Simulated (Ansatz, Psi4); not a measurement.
Species: molecular chlorine, Cl2 (charge 0, singlet). SMILES: ClCl
Geometry: optimised at B3LYP-D3(BJ)/def2-TZVP (Ansatz, a first-principles code).

Wanted: vertical triplet-singlet gap, E(triplet) - E(singlet), in eV. Set-up: no spin-orbit coupling; open shells spin-unrestricted; six Cartesian d functions in 6-31G* and its kin unless marked 5d; each state is the SCF solution reached for its charge and spin; non-relativistic. First-principles rows: single points at B3LYP-D3(BJ) geometries (Ansatz). Levels can end on unlike triplets.

```tsv
species	coefficient	E at wB97X-D/6-31G* (Psi4), Eh	E at PBE/def2-TZVPD (Ansatz), Eh
charge 0, triplet	+1	-920.20879	-919.92847
charge 0, singlet	-1	-920.31349	-920.02325
```

 1 Eh = 27.2114 eV.

Q: Work the quantity out at each level.

A: 
- wB97X-D/6-31G*: the sum of coefficient times E is 0.10470 Eh, or 2.849 eV. Result: 2.85 eV.
- PBE/def2-TZVPD: the sum of coefficient times E is 0.09478 Eh, or 2.579 eV. Result: 2.58 eV.
